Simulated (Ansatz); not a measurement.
Relaxed structures of CH3OSi, doublet (PBE0-D4/def2-TZVP; forces vanish, vibrations not checked; lower isomers may exist, and structures with a doubtful reference or unclear bonds are left out; Å). Computed with Ansatz 0.2.0 (basis: def2-TZVPP); correlated methods freeze the cores; orbitals are unrestricted.

**Question.** Rank them by CCSD(T) energy, lowest first, and give each one's height above the lowest. Links in brackets join atoms within 1.22 times the sum of their covalent radii (1.1 for two metals). (To be estimated.)
A.
CH₃OSi ([CH3][Si][O])
```
6
angstrom
C -0.5095 -0.3232 -0.7242
Si 0.4377 0.1069 0.8552
O 1.1421 -0.9663 1.6778
H -0.9313 0.5587 -1.2043
H -1.3047 -1.0215 -0.4500
H 0.1875 -0.8269 -1.3990
```
B.
CH₃OSi ([CH2][SiH][O])
```
6
angstrom
C -0.6623 -0.1458 -0.6644
Si 0.6010 0.0946 0.6103
O 1.2018 -1.0184 1.4575
H -1.0659 0.6766 -1.2482
H -1.0627 -1.1287 -0.8903
H 0.9882 1.5217 0.7352
```
C.
a complex of CH₃ + SiO
```
6
angstrom
C -0.9848 0.0357 -1.0398
Si 2.4333 -0.3541 2.6020
O 1.3806 -0.2844 1.5232
H -1.1877 1.0086 -1.4649
H -1.5161 -0.8261 -1.4186
H -0.2594 -0.0739 -0.2451
```
D.
CH₃OSi ([CH][SiH][OH])
```
6
angstrom
C -0.4842 0.1182 -0.5641
Si 0.6705 0.2854 0.6151
O 1.3727 -0.8978 1.4935
H -1.2310 0.0045 -1.3243
H 1.0891 -1.7971 1.3125
H 1.2572 1.5539 1.0642
```

**Answer.** The calculation gives: A (0.00 kcal/mol), B (16.13 kcal/mol), C (21.46 kcal/mol), D (37.68 kcal/mol). Heights count from the lowest.

The T1 diagnostic stays at or below 0.029. ⟨S²⟩ of the unrestricted Hartree–Fock references: 0.76 to 0.88 (a pure state has 0.75). The unrestricted reference is spin-contaminated, which hurts MP2 most.

For scale, one of the runs: CCSD(T)/def2-TZVPP, 146 basis functions, launched by `ansatz run in.yaml --threads 2 --pin off --events-out ev --progress --plain --max-ram 4352MiB`. The run took 21 s on 2 CPU threads of an Intel Xeon 6975P-C (shared host), with 2.2 GiB of host memory at its peak.
